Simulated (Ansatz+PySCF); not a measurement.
A calculation with Ansatz (development build ahead of 0.2.0).

```yaml
crystal:
  periodic: [false, false, false]
  atoms:
    - { symbol: Si, position_ang: [0.0, 0.0, 0.0] }
    - { symbol: H, position_ang: [2.32305, 0.0, 1.34121] }
    - { symbol: H, position_ang: [-2.58377, 0.0, 1.49174] }
basis:
  gaussian: { orbitals: "6-31G" }
total_charge: 1
magnetization:
  initial_magnetization: 3
hamiltonian:
  xc: hf
correlation:
  method: ccsd_t
  frozen_orbitals: { H: 0, Si: 5 }
scf:
  omitted_lower_state_checks: [stability, starts, atomic_configurations, cluster_reference, orbital_swaps, given_window_search, neighbouring_geometries, increment]
```

The input is written out in the form of the current development build from the run's settings. Correlation on restricted open-shell orbitals is semicanonical, with singles.

Results

```yaml
Converged: yes
Reference_energy: -289.54763 hartree
CCSD_correlation_energy: -0.03106 hartree
Triples_correction: -0.00007 hartree
Total_energy: -289.57877 hartree
Spin_squared_of_the_determinant: 3.750
T1_diagnostic: 0.010
Largest_doubles_amplitude: 0.11
Occupied_orbitals_by_symmetry_in_an_Abelian_subgroup_alpha;_beta: 7 A' 2 A''; 5 A' 1 A''
```
